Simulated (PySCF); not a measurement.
Disulfur monoxide, S2O.
Geometry (PBE0-D3(BJ)/def2-TZVP, Å), atoms numbered from 1 in this order:
```
atom  x, y, z in Å
O1    -1.209    0.522   -0.387
S2    -0.076   -0.385   -0.452
S3     1.292   -0.172    0.820
```

Level: wB97X-D/pcSseg-2 in PySCF, non-relativistic, on one gas-phase PBE0-D3(BJ)/def2-TZVP geometry that isn't relaxed in the solvent. The solvent is an IEF-PCM continuum (van der Waals radii × 1.2). The model holds no explicit solvent molecules, cavitation or dispersion.

Gas phase at wB97X-D/pcSseg-2: HOMO -10.03 eV, LUMO -2.30 eV, dipole 1.62 D.

Task: What does the continuum do to the energy, the frontier levels and the dipole at wB97X-D/pcSseg-2 in chloroform?

Result: 
| solvent | ε | E(solvent) − E(gas) (kJ/mol) | polarisation term (kJ/mol) | distortion of the solute (kJ/mol) | HOMO (eV) | LUMO (eV) | dipole (D) |
| --- | --- | --- | --- | --- | --- | --- | --- |
| chloroform | 4.711 | -9.37 | -10.44 | 1.07 | -9.91 | -2.14 | 1.95 |

The first energy column is the sum of the next two and covers electrostatics alone.

Task: Which radius a makes the point-dipole formula ΔE = −[(ε − 1)/(2ε + 1)]·μ²/a³ give the value in chloroform, with the gas-phase dipole?

Result: μ = 0.638 au and |ΔE| = 0.00357 Eh give a = 1.82 Å; the farthest nucleus lies 1.54 Å from the centroid of the nuclei. The formula assumes a rigid point dipole at the centre of a sphere.

Task: Give the dipole vector in the frame of the coordinates (D, pointing from negative to positive charge), gas and chloroform.

Result: Gas (0.97, -1.20, -0.50), solvent (1.17, -1.44, -0.58). Its length changes by +20 % and its direction by less than 1°.

Hardware: an Arm Neoverse V1 with one thread, no GPU, shared host with 32 logical CPUs at a one-minute load of 24. Cost: 4.2 s, 0.44 GiB resident at most. This is the whole shielding run at wB97X-D/pcSseg-2 in chloroform, SCF included.

The pairwise dispersion term of wB97X-D wasn't added to the energies; at a given geometry it leaves orbitals and properties as they are.
